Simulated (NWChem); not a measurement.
# Ionisation of BF3

```
B
F 1 1.3232
F 1 1.3233 2 120.00
F 1 1.3233 2 120.00 3 180.00
```
Charge 0, spin multiplicity 1.

All runs are NWChem calculations. Structure: optimised with PBE/def2-SVP, a minimum by its harmonic frequencies.

Basis set: def2-SVPD. The species with one electron less has spin multiplicity 2 and keeps the geometry of the parent. Δ marks differences of total energies (open shells unrestricted). −ε marks an orbital energy of the parent. That orbital need not have the symmetry of the hole or added electron in the Δ rows.

The structure started from a generated list of species. No SCF solution was tested for a lower state.

Problem. Order these methods by the first vertical ionisation energy they give, lowest first: ΔPBE, −ε(HOMO) of LC-wPBE (omega 0.3 per bohr), ΔM06-2X, −ε(HOMO) of HF, ΔLC-wPBE (omega 0.3 per bohr), −ε(HOMO) of PBE.

Solution. −ε(HOMO) of PBE (10.19 eV), −ε(HOMO) of LC-wPBE (omega 0.3 per bohr) (14.28 eV), ΔPBE (14.59 eV), ΔLC-wPBE (omega 0.3 per bohr) (15.40 eV), ΔM06-2X (16.13 eV), −ε(HOMO) of HF (18.24 eV)
